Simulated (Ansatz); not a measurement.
System: 2H MoS2. Method: PBE-D3(BJ) in Ansatz (plane waves, PAW).

Numerical settings: plane-wave cutoff 520 eV, 12×12×4 k mesh (along the axes of the cell as run), Fermi–Dirac smearing 0.01 eV, no spin polarisation, scalar-relativistic PAW data made under PBE.

The cell is scaled about its equilibrium volume:

Shape and atoms are relaxed at each volume.

```
V (Å³/atom)  P (GPa)  direct gap at Γ (eV)  smallest gap on the k mesh (eV)   c (Å)
-----------  -------  --------------------  -------------------------------  ------
16.613          2.44                 2.009                            0.615  11.763
16.959          1.09                 2.042                            0.700  11.920
17.305          0.00                 2.080                            0.784  12.089
17.651         -0.84                 2.120                            0.866  12.268
17.997         -1.46                 2.164                            0.948  12.458
```

The fundamental gap (0.77 eV at the equilibrium volume, with added k points) lies elsewhere than Γ–Γ.

Note: the bulk modulus comes from volumes at which shape and atoms were relaxed.

Spin–orbit coupling is not included.

Ansatz is a first-principles code.
